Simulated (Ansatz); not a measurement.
# One shape, several levels: CH7BSi (SMILES CB[SiH3])

We compute a comparison of 6 runs (HF/STO-3G, HF/3-21G, HF/def2-SVP, B3LYP/6-31G*, wB97X/6-311G**, CCSD(T)/pcseg-1) of CH7BSi. 

The calculation is run with Ansatz 0.2.0.

5 further runs of the same task are left out: 2 that didn't finish, 3 set aside as unsound or not needed.

**1. Starting point**

CH7BSi has 10 atoms, charge 0, and is taken as a singlet. SMILES: `CB[SiH3]`. The shape is that of a PBE0-D4/def2-TZVP optimisation.

Bond lengths: C1–B2 1.550 Å, B2–Si3 2.018 Å, C1–H4 1.106 Å, C1–H5 1.092 Å, C1–H6 1.091 Å, B2–H7 1.201 Å, Si3–H8 1.491 Å, Si3–H9 1.491 Å, Si3–H10 1.494 Å. Some angles: C1–B2–Si3 124.4°, C1–B2–H7 118.6°, Si3–B2–H7 117.0°, B2–C1–H4 102.7°, B2–C1–H5 114.9°, B2–C1–H6 116.1°, B2–Si3–H8 111.7°, B2–Si3–H9 114.0°, B2–Si3–H10 107.9°, H4–C1–H5 105.3°.

**2. Energy and gradient at HF/STO-3G (run 1)**

run.yaml

```yaml
crystal:
  periodic: [false, false, false]
  atoms:
    - {symbol: C, position_ang: [-1.087900, 0.975000, -0.576900]}
    - {symbol: B, position_ang: [0.112000, 0.000300, -0.689900]}
    - {symbol: Si, position_ang: [1.014100, -0.883100, 0.884800]}
    - {symbol: H, position_ang: [-1.958400, 0.307500, -0.716200]}
    - {symbol: H, position_ang: [-1.157900, 1.712200, -1.380000]}
    - {symbol: H, position_ang: [-1.228600, 1.454100, 0.393400]}
    - {symbol: H, position_ang: [0.516800, -0.288200, -1.783700]}
    - {symbol: H, position_ang: [1.154200, -2.354100, 0.685500]}
    - {symbol: H, position_ang: [0.324900, -0.654200, 2.186700]}
    - {symbol: H, position_ang: [2.393700, -0.320800, 0.999300]}
basis:
  gaussian:
    orbitals: STO-3G
hamiltonian:
  xc: hf
accuracy: high
output: {forces: true, orbitals: {seedname: orbitals}}
```

The run is started by

```
$ ansatz run run.yaml --threads 1 --pin off --max-ram 2610MiB --events-out events.jsonl --progress --plain --runs-dir runs
```

The program printed:

```text
Warning: RAYON_NUM_THREADS=1 ignored (pool sized by the plan → 1); use --threads N
Functional definition: HF
  name "HF"
  exchange = exact_x
  correlation = 0
499 factors; integrals over basis functions are off by at most 2.5e-8 eV
mean field evaluation 1: about -9562.1575 eV, gradient 1.4e1 eV
mean field evaluation 2: about -9562.2168 eV, gradient 1.3e1 eV
mean field evaluation 4: about -9563.0857 eV, gradient 4.3e-1 eV
mean field evaluation 8: about -9563.0859 eV, gradient 1.1e-6 eV
mean field -9563.08586536 eV, -351.4369234594 hartree, gradient 7.5e-8 eV, S^2 0.000000; 0 other end points of the search recorded, 0 dependent functions left out
the calculation of the forces begins
reference -9563.08586536 eV, -351.4369234594 hartree; 16, 16 occupied and 10, 10 virtual orbitals, 499 factors
Total energy: -9563.08586536 eV, -351.4369234594 hartree
Atom 0 at    -1.087900     0.975000    -0.576900 Å, force    -1.333068    -0.016525    -0.145193 eV/Å
Atom 1 at     0.112000     0.000300    -0.689900 Å, force     1.539382    -1.064396    -0.245559 eV/Å
Atom 2 at     1.014100    -0.883100     0.884800 Å, force     0.714308    -0.303948     0.642881 eV/Å
Atom 3 at    -1.958400     0.307500    -0.716200 Å, force     0.343593     0.424806     0.102535 eV/Å
Atom 4 at    -1.157900     1.712200    -1.380000 Å, force     0.165773    -0.140367     0.379848 eV/Å
Atom 5 at    -1.228600     1.454100     0.393400 Å, force     0.179012    -0.032776    -0.369188 eV/Å
Atom 6 at     0.516800    -0.288200    -1.783700 Å, force    -0.492452     0.348492     1.080985 eV/Å
Atom 7 at     1.154200    -2.354100     0.685500 Å, force    -0.221000     1.746957     0.231358 eV/Å
Atom 8 at     0.324900    -0.654200     2.186700 Å, force     0.775010    -0.268892    -1.586250 eV/Å
Atom 9 at     2.393700    -0.320800     0.999300 Å, force    -1.670557    -0.693351    -0.091418 eV/Å
Dipole moment:    -0.118284     0.049218    -0.050556 e Å
```

Run time: 0.93 s. Hardware: 1 thread of Arm Neoverse N1, shared host.

**3. Energy and gradient at HF/3-21G (run 2)**

molecule.yaml

```yaml
crystal:
  periodic: [false, false, false]
  atoms:
    - {symbol: C, position_ang: [-1.087900, 0.975000, -0.576900]}
    - {symbol: B, position_ang: [0.112000, 0.000300, -0.689900]}
    - {symbol: Si, position_ang: [1.014100, -0.883100, 0.884800]}
    - {symbol: H, position_ang: [-1.958400, 0.307500, -0.716200]}
    - {symbol: H, position_ang: [-1.157900, 1.712200, -1.380000]}
    - {symbol: H, position_ang: [-1.228600, 1.454100, 0.393400]}
    - {symbol: H, position_ang: [0.516800, -0.288200, -1.783700]}
    - {symbol: H, position_ang: [1.154200, -2.354100, 0.685500]}
    - {symbol: H, position_ang: [0.324900, -0.654200, 2.186700]}
    - {symbol: H, position_ang: [2.393700, -0.320800, 0.999300]}
basis:
  gaussian:
    orbitals: 3-21G.json
hamiltonian:
  xc: hf
output: {forces: true, orbitals: {seedname: orbitals}}
accuracy: high
```

The basis set 3-21G is read from a file made from the Basis Set Exchange's data (not shown).

The run is started by

```
$ ansatz run molecule.yaml --threads 1 --pin off --max-ram 2610MiB --events-out events.jsonl --progress --plain --runs-dir runs
```

The program printed:

```text
Warning: RAYON_NUM_THREADS=1 ignored (pool sized by the plan → 1); use --threads N
[... 4 set-up lines as earlier in the session ...]
1072 factors; integrals over basis functions are off by at most 5.3e-9 eV
mean field evaluation 1: about -9621.3873 eV, gradient 1.9e1 eV
mean field evaluation 2: about -9621.3792 eV, gradient 1.9e1 eV
mean field evaluation 4: about -9622.5583 eV, gradient 1.8e0 eV
mean field evaluation 8: about -9622.5708 eV, gradient 2.8e-4 eV
mean field -9622.57076133 eV, -353.6229530661 hartree, gradient 9.7e-9 eV, S^2 0.000000; 0 other end points of the search recorded, 0 dependent functions left out
the calculation of the forces begins
reference -9622.57076133 eV, -353.6229530661 hartree; 16, 16 occupied and 29, 29 virtual orbitals, 1072 factors
Total energy: -9622.57076133 eV, -353.6229530661 hartree
Atom 0 at    -1.087900     0.975000    -0.576900 Å, force    -0.733586     0.254704    -0.001850 eV/Å
Atom 1 at     0.112000     0.000300    -0.689900 Å, force     0.441136    -0.162818    -0.471334 eV/Å
Atom 2 at     1.014100    -0.883100     0.884800 Å, force     0.166157    -0.114063     0.206317 eV/Å
Atom 3 at    -1.958400     0.307500    -0.716200 Å, force     0.019843     0.179254     0.042248 eV/Å
Atom 4 at    -1.157900     1.712200    -1.380000 Å, force     0.075661    -0.111622     0.238797 eV/Å
Atom 5 at    -1.228600     1.454100     0.393400 Å, force     0.074095    -0.045957    -0.254996 eV/Å
Atom 6 at     0.516800    -0.288200    -1.783700 Å, force    -0.074110     0.047743     0.161029 eV/Å
Atom 7 at     1.154200    -2.354100     0.685500 Å, force     0.002511    -0.055255     0.011490 eV/Å
Atom 8 at     0.324900    -0.654200     2.186700 Å, force    -0.027165     0.003273     0.031965 eV/Å
Atom 9 at     2.393700    -0.320800     0.999300 Å, force     0.055458     0.004742     0.036334 eV/Å
Dipole moment:    -0.182281     0.107486    -0.114600 e Å
```

Run time: 1.6 s. Hardware: 1 thread of Arm Neoverse N1, shared host.

Runs 3 to 5 aren't shown in full; the table further down has their settings and results.

**4. Energy and forces at CCSD(T)/pcseg-1 (run 6)**

in.yaml

```yaml
crystal:
  periodic: [false, false, false]
  atoms:
    - {symbol: C, position_ang: [-1.087900, 0.975000, -0.576900]}
    - {symbol: B, position_ang: [0.112000, 0.000300, -0.689900]}
    - {symbol: Si, position_ang: [1.014100, -0.883100, 0.884800]}
    - {symbol: H, position_ang: [-1.958400, 0.307500, -0.716200]}
    - {symbol: H, position_ang: [-1.157900, 1.712200, -1.380000]}
    - {symbol: H, position_ang: [-1.228600, 1.454100, 0.393400]}
    - {symbol: H, position_ang: [0.516800, -0.288200, -1.783700]}
    - {symbol: H, position_ang: [1.154200, -2.354100, 0.685500]}
    - {symbol: H, position_ang: [0.324900, -0.654200, 2.186700]}
    - {symbol: H, position_ang: [2.393700, -0.320800, 0.999300]}
basis:
  gaussian: {orbitals: pcseg-1.json}
accuracy: high
output: {forces: true, orbitals: {seedname: orbitals}}
correlation: {method: ccsd_t, frozen_orbitals: {B: 1, C: 1, H: 0, Si: 5}}
scf: {omitted_lower_state_checks: [cluster_reference, increment]}
```

The basis set pcseg-1 is read from a file made from the Basis Set Exchange's data (not shown).

The run is started by

```
$ ansatz run in.yaml --threads 1 --pin off --max-ram 2610MiB --events-out events.jsonl --progress --plain --runs-dir runs
```

The program printed:

```text
Warning: RAYON_NUM_THREADS=1 ignored (pool sized by the plan → 1); use --threads N
[... 11 lines left out ...]
7 core orbitals not correlated: weight in the atoms' cores, before any rotation towards them, 1.000 or more for the frozen orbitals, at most 0.000 for the correlated occupied ones
[... 26 lines left out ...]
Total energy: -9683.88398201 eV, -355.8761723664 hartree
[... 10 lines left out ...]
Dipole moment:    -0.177059     0.104924    -0.096689 e Å
Checks for a lower state left out: cluster_reference, increment
```

It took 84 s on 1 thread of Arm Neoverse N1, shared host; peak memory 0.68 GiB.

**5. The series**

| run | level | Cartesian functions | frozen core orbitals | energy (Eh) | dipole moment (D) | HOMO energy (eV) | LUMO energy (eV) | wall time |
| --- | --- | --- | --- | --- | --- | --- | --- | --- |
| 1 | HF/STO-3G | no | – | -351.436923 | 0.66 | -9.07 | 6.68 | 0.93 s |
| 2 | HF/3-21G | no | – | -353.622953 | 1.16 | -10.83 | 2.05 | 1.6 s |
| 3 | HF/def2-SVP | no | – | -355.394013 | 1.23 | -10.90 | 1.88 | 6.3 s |
| 4 | B3LYP/6-31G* (Cartesian functions) | yes | – | -356.637382 | 1.28 | -7.58 | -1.69 | 11 s |
| 5 | wB97X/6-311G** | no | – | -356.628498 | 1.20 | -10.31 | 0.49 | 55 s |
| 6 | CCSD(T)/pcseg-1 | no | 7 | -355.876172 | 1.09 | -10.89 | 1.77 | 84 s |

**6. Summary of results**

```
                                          quantity          value
                               run 6: total energy  -355.87617 Eh
         run 6: dipole moment (correlated density)         1.09 D
        run 6: HOMO energy (Hartree–Fock orbitals)      -10.89 eV
        run 6: LUMO energy (Hartree–Fock orbitals)        1.77 eV
      run 6: HOMO–LUMO gap (Hartree–Fock orbitals)       12.66 eV
run 6: correlation energy (7 core orbitals frozen)     -383.5 mEh
                             run 6: (T) correction      -9.45 mEh
                              run 6: T1 diagnostic          0.010
                   run 6: largest force on an atom     0.244 eV/Å
```

In words: The dipole moment (its size) runs from 0.66 D (HF/STO-3G) to 1.28 D (B3LYP/6-31G*). The two ends differ in method and basis. Over runs 1, 2, 3, 4, 5 the HOMO–LUMO gap runs from 5.89 eV (B3LYP/6-31G*) to 15.75 eV (HF/STO-3G). Totals of different functionals can't be ranked against each other. In run 1 the basis is minimal, so the values are rough. All runs together took 2.6 min, the longest 84 s.
